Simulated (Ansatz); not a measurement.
Total energies of C4H7NS (`CNCC#CS`).

```xyz
13

C    -0.674   -0.520    2.152
N    -0.008   -0.607    0.873
C    -0.220    0.578    0.062
C     0.305    0.434   -1.283
C     0.733    0.304   -2.403
S     1.200    0.100   -4.001
H    -1.756   -0.315    2.084
H    -0.225    0.283    2.745
H    -0.534   -1.451    2.703
H    -0.322   -1.421    0.361
H     0.275    1.425    0.553
H    -1.287    0.859   -0.017
H     2.515    0.331   -3.828
```

The species carries charge 0 and has multiplicity 1. All single points use the PBE0-D4/def2-TZVP geometry. It is one conformer, not always the lowest. Basis def2-TZVPP, Ansatz.

RPA on PBE orbitals: Hartree–Fock energy of these orbitals -607.47543 Eh, correlation -1.68079 Eh (frozen core).

```csv
functional,energy without D4 (Eh),D4 term (kJ/mol)
LDA (SPW92),-606.31354,–
PBE,-609.14487,-24.6
revPBE,-609.45878,-82.7
BLYP,-609.49972,-54.7
r2SCAN,-609.43464,-6.5
B97M-V,-609.48441,–
PBE0,-609.19619,-20.8
B3LYP,-609.61658,-39.2
r2SCANh,-609.42250,-6.8
r2SCAN0,-609.40560,-7.5
HSE06 (plane-wave form),-609.17682,-19.2
BHLYP,-609.45579,-27.8
CAM-B3LYP,-609.48694,-20.8
LC-ωPBE,-609.33091,–
ωB97X-V,-609.46560,–
ωB97M-V,-609.47378,–
B2PLYP,-609.27896,–
PBE-QIDH,-609.07676,–
```

B3LYP takes the VWN-RPA correlation (the form of Gaussian; ORCA's B3LYP/G). HSE06 is the plane-wave form, built on full-range PBE exchange. The double hybrids freeze the cores in their second-order part.

LC-ωPBE has ω = 0.4 bohr⁻¹.
